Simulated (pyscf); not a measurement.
PySCF, gas phase, ωB97X-D3(BJ)/def2-SVP geometries. MP2 and CC: frozen core, UHF for open shells. ΔMP2 is the change of the MP2 total energy from the triple- to the quadruple-zeta basis.

SMILES: CI
```xyz
5

C      0.0986     0.2146    -0.3108
I      1.7022     1.2080    -1.3042
H      0.2284     0.3503     0.7688
H     -0.8428     0.6632    -0.6475
H      0.1381    -0.8480    -0.5754
```
Charge 0, spin multiplicity 1.

Question: What are the homolytic bond dissociation enthalpies (298 K) of `[CH3][I]` at CCSD(T)/def2-TZVPP + ΔMP2(QZVPP), weakest first?

Answer: C–I to CH₃• + I•: 63.4 kcal/mol; C–H to •H₂C–I + H•: 100.7 kcal/mol. Ring and multiple bonds, and those that leave no two simple radicals, are not listed. The CCSD(T) − MP2 part came from Ansatz, without density fitting, on the same reference. The frozen core leaves the outer d or s,p core shells of the metals and heavy elements correlated in the MP2 and CC values, and def2-TZVPP describes them poorly, which can shift differences by a few kcal/mol. Left out: the spin-orbit lowering of I, which is large for Br, Se, Te and I. Elements past Kr carry the def2 core potentials, without spin-orbit coupling.
